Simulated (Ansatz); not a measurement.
# BH2Mg: the cost of one run

Program: Ansatz 0.2.0, Gaussian basis. Level of theory: def2-QZVPP, core rule «outside noble gas», up to 6 orbitals frozen. These are calculated values, not measurements.

Plan: UHF; ROHF; CCSD(T) on UHF.

## (1) What is computed

The geometry is a PBE0/def2-TZVP stationary point (not a proven minimum) of the parent state, kept for this charge and spin.

4 atoms, charge 1, spin multiplicity 3.

Atoms are counted from 1 here; the program's logs count them from 0.

Bond lengths: B1–Mg2 2.227 Å, B1–H3 1.184 Å, B1–H4 1.234 Å, Mg2–H4 1.954 Å. Angles: Mg2–B1–H3 168.8°, Mg2–B1–H4 61.0°, H3–B1–H4 130.2°, B1–Mg2–H4 33.5°, B1–H4–Mg2 85.5°.

## (2) UHF

in.yaml

```yaml
crystal:
  periodic: [false, false, false]
  atoms:
    - {symbol: B, position_ang: [0.000000, 0.038348, 1.441894]}
    - {symbol: Mg, position_ang: [0.000000, 0.014710, -0.784671]}
    - {symbol: H, position_ang: [0.000000, 0.281186, 2.600655]}
    - {symbol: H, position_ang: [0.000000, -1.047203, 0.855024]}
basis:
  gaussian: {orbitals: "def2-QZVPP.json"}
total_charge: 1
magnetization: {spin_polarized: true, initial_magnetization: 2}
hamiltonian: {xc: hf}
output: {orbitals: {seedname: orbitals}}
```

Launch:

```console
$ ansatz run in.yaml --threads 1 --pin off --events-out ev --progress --plain --max-ram 2393MiB
```

**Question.** How long does this run take on 1 thread of Arm Neoverse V2, shared host, and how much memory does it need?

About 8.5 s, with a peak of 0.34 GiB.
